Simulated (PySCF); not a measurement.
ethanethiol (C2H6S), SMILES CCS. Geometry optimised at B3LYP-D3(BJ)/def2-TZVP. Other conformers were not sampled.

### Question
Give the equilibrium geometry at B3LYP-D3(BJ)/def2-TZVP (PySCF confirms it by a frequency run) as a Z-matrix. (The exact figures need the calculation; the answer reports its results.)

### Answer
Several could match; the one computed here: 
```
C
H 1 1.0899
H 1 1.0910 2 107.14
C 1 1.5205 2 111.41 3 -121.40
H 4 1.0902 1 110.98 2 179.19
H 4 1.0915 5 107.92 1 -121.83
H 4 1.0933 5 108.53 6 -116.66
S 1 1.8296 2 108.86 3 111.88
H 8 1.3437 1 96.76 2 62.83
```
